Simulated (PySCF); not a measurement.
methanidylidynesulfanium (CS), SMILES [S+]#[C-]. Atoms are numbered in the order given.

```xyz
2

C      0.0000     0.0000    -1.1122
S      0.0000     0.0000     0.4171
```
Charge 0, spin multiplicity 1.

Geometry optimised at PBE0-D3(BJ)/def2-TZVPD.

Computed with r2SCAN/def2-TZVPD run with PySCF.

Gas-phase values at a fixed geometry.

**Question.** Estimate the frontier levels, gap, dipole moment and polarisability. (The exact figures need the calculation; the answer reports its results.)

**Answer.** 
```
Property                                                                                                        Value
---------------------------------------------------------------------------------------------  ----------------------
highest occupied level                                                                                       -7.72 eV
lowest empty level                                                                                           -3.22 eV
orbital gap                                                                                                   4.49 eV
dipole moment                                                                                                  2.00 D
quadrupole, principal values (traceless, Buckingham form, about the centre of nuclear charge)   -2.49, 1.24, 1.24 D·Å
mean static polarisability                                                                       28.3 bohr³ (4.20 Å³)
polarisability, principal values                                                               23.7, 23.7, 37.5 bohr³
```
